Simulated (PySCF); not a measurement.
# Calculated NMR data

[PySCF: geometry from PBE0-D3(BJ)/def2-SVP; NMR shieldings at PBE0/pcSseg-1/GIAO; spin–spin couplings from B3LYP/pcJ-1 (spin–dipole term left out of most H,H and C,H couplings); one computed conformer; non-relativistic Hamiltonian; no solvent; fast rotation and ring inversion assumed for equivalent nuclei]

δ = σ(ref) − σ, references computed at the same level: $^{1}$H, $^{13}$C against TMS. Multiplet labels drop J under 1 Hz and among equivalent protons, and merge close values. Unscaled 3J(H,H) run several per cent high. Acid and N–H amide carbonyl carbons lie up to 10 ppm further downfield in solution (hydrogen bonding). Shifts are as computed. Against solution values, carbons near 30 ppm lie about +2 ppm off and those near 130 ppm about +5 ppm. Of 1211 compounds with measured shifts, 218 miss one by over three times the rms of a fit or turn the order of signals round; such compounds aren't used in these exercises. Groups on amide-type nitrogens are kept apart (slow C–N rotation). OH and NH positions are gas-phase values without hydrogen bonding to other molecules.

Compound 1 (C₃H₇NO). $^{1}$H NMR (400 MHz, computed): δ 4.42 (br, 1H), 4.29 (br, 1H), 1.86 (q, J = 8.4 Hz, 2H), 1.06 (t, J = 8.4 Hz, 3H). $^{13}$C{$^{1}$H} NMR (computed): δ 172.2, 28.3, 9.6. Structure: Propanamide (CCC(N)=O).

Compound 2 (C₃H₇NO). $^{1}$H NMR (400 MHz, computed): δ 7.69 (sext, J = 1.9 Hz, 1H), 4.24 (qd, J = 3.4, 1.5 Hz, 2H), 3.86 (br s, 1H), 3.50 (td, J = 3.4, 2.1 Hz, 3H). $^{13}$C{$^{1}$H} NMR (computed): δ 171.5, 66.4, 48.0. Structure: `C/N=C/CO`.
